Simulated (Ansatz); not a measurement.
We consider hcp Os, described by r²SCAN+SOC (PAW; Ansatz, a first-principles code).

Input:

Ansatz 0.2 input:
```yaml
crystal:
  lattice:
    - [1.3605802815, -2.3565941753, 0.0]
    - [1.3605802815, 2.3565941753, 0.0]
    - [0.0, 0.0, 4.285922807]
  atoms:
    - { symbol: Os, position: [0.3333333333, 0.6666666667, 0.25] }
    - { symbol: Os, position: [0.6666666667, 0.3333333333, 0.75] }
basis:
  ecutwfc: 560
  ecutrho_ratio: 4
  xc_grid: 3
kpoints:
  mp_grid: { grid: [24, 24, 14] }
hamiltonian:
  xc: r2scan
  dispersion: none
  pseudopotentials: { kind: paw }
scf:
  occupations: { method: fermi_dirac, width: 0.05 }
output:
  forces: true
  stress: true
  eigenvalues: true
magnetization:
  noncollinear: true
  spin_orbit: true
relax:
  f_tol: 0.004
  escape_saddle: false
  max_steps: 80
  cell: { stress_tol: 0.02, fix: [volume] }
```

The run printed, among other lines:

```
Relaxation: its limit of steps is 80 (relax.max_steps)
Crystal: 2 atoms, lattice volume = 27.484 Å³
Basis set: ecut = 560 eV, 833 PW (Γ), exchange–correlation on 72×72×108 points (27 copies of the dense FFT grid, shifted against one another)
Bands: 40, of which v1, the nominal top of the filled ones, is band 32 counted from 1 (31 counted from 0)
Symmetry: 24 space group operations + 24 with time reversal
k-points: 488 of 8064
Initial density: superposition of atomic densities (chi_scale 0.1, normalization cell)
Functional: x = r2scan, c = r2scan; τ floored in thin density (d = 2e-4 eV/Å³)
SCF 1 converged in 7 iterations: F = -22745.935811 eV  dr2 = 1.08e-8
Crystal: 2 atoms, lattice volume = 27.484 Å³
Initial density: handed on by an earlier stage of this run
SCF 2 converged in 4 iterations: F = -22745.935772 eV  dr2 = 1.39e-8
Crystal: 2 atoms, lattice volume = 27.484 Å³
SCF 3 converged in 9 iterations: F = -22745.935854 eV  dr2 = 5.64e-13
Crystal: 2 atoms, lattice volume = 27.484 Å³
SCF 4 converged in 4 iterations: F = -22745.935854 eV  dr2 = 1.64e-13
SCF converged after 4 iterations
Free energy (F): -22745.935854 eV
Internal energy: -22745.926164 eV  (E = F + TS)
E sigma→0 (E₀):  -22745.931009 eV
Fermi energy:    26.490596 eV
--- Forces (eV/Å), atoms counted from 1 ---
  atom   1  Os    -0.00000000     0.00000000    -0.00000000
  atom   2  Os    -0.00000000    -0.00000000     0.00000000
--- Stress (GPa, compression-positive) ---
        8.966393       0.000000      -0.000000
       -0.000000       8.966393      -0.000000
       -0.000000      -0.000000       8.966934
  P = ⅓ Tr σ = 8.9666 GPa (89.666 kbar)
```

The cell is one volume of an energy–volume scan, off the minimum.

The PAW data were made under PBE.

The result took around 15 core-minutes (rough).
